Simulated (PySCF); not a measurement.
**How good is the calculation?**

Atom-mapped SMILES (the numbers label the heavy atoms): `[N:1]#[C:2][CH2:3][F:4]`. Each H is labelled by its parent atom.

The experiment to reproduce: δ $^{19}$F F4 -251.0 ppm (measured; University of Colorado NMR facility, 19F NMR Reference Standards).
δ $^{19}$F F4 -232.0 ppm (measured; G. Saielli, R. Bini, A. Bagno, Computational 19F NMR. 2. Organic compounds, RSC Adv. 2014, ESI (exp. from Berger-Braun-Kalinowski 1994 and Everett 1995)). Coupling constants: $^{1}J$(C3,H(C3)) 166.0 Hz.

All values are calculated (PySCF): J: B3LYP/pcJ-2, geometry from PBE0-D3(BJ)/def2-TZVP, GIAO B97-2/pcSseg-2 shieldings. A single conformation, one averaged value for each set of equivalent atoms, in vacuum, non-relativistic Hamiltonian.

Question: What does the calculation give, and how does it compare?

Answer: 
Reference values: measured (University of Colorado NMR facility, 19F NMR Reference Standards).
| atoms | quantity | reference | computed | computed, scaled |
| --- | --- | --- | --- | --- |
| F4 | δ $^{19}$F vs CFCl3 | -251.0 | -253.1 | -232.9 |

Reference values: measured (G. Saielli, R. Bini, A. Bagno, Computational 19F NMR. 2. Organic compounds, RSC Adv. 2014, ESI (exp. from Berger-Braun-Kalinowski 1994 and Everett 1995)).
```json
{"atoms": "F4", "quantity": "δ $^{19}$F vs CFCl3", "reference": "-232.0", "computed": "-253.1", "computed, scaled": "-232.9"}
```

Computed shifts are σ(ref) − σ with the named reference compound (TMS for H and C) calculated as an isolated molecule at the same level. The measured values may be among those fitted. Shieldings were converted by a linear fit to measured shifts: $^{19}$F (scatter 4.8 ppm rms, 5.6 ppm with the 3 outliers that the fit left out vs CFCl3, solution or neat liquid, with a term for F on sp3 carbon). Occasional misses reach two or three times the rms, and more in compound classes unlike the fitted ones.

Coupling constants in Hz:
| coupling | reference | computed | source |
| --- | --- | --- | --- |
| $^{1}J$(C3,H(C3)) | 166.0 | 163.3 | measured; liquid or solution (compiled); San Fabian, Garcia de la Vega, Suardiaz et al., Magn. Reson. Chem. 2013, 51, 775 (SI) |

Question: How far are the unscaled $^{19}$F shifts from the references?

Answer: Mean signed difference -11.60 ppm, mean absolute 11.60 ppm over 2 comparisons; the largest is -21.1 ppm at F4 (fluorine on an sp3 carbon).
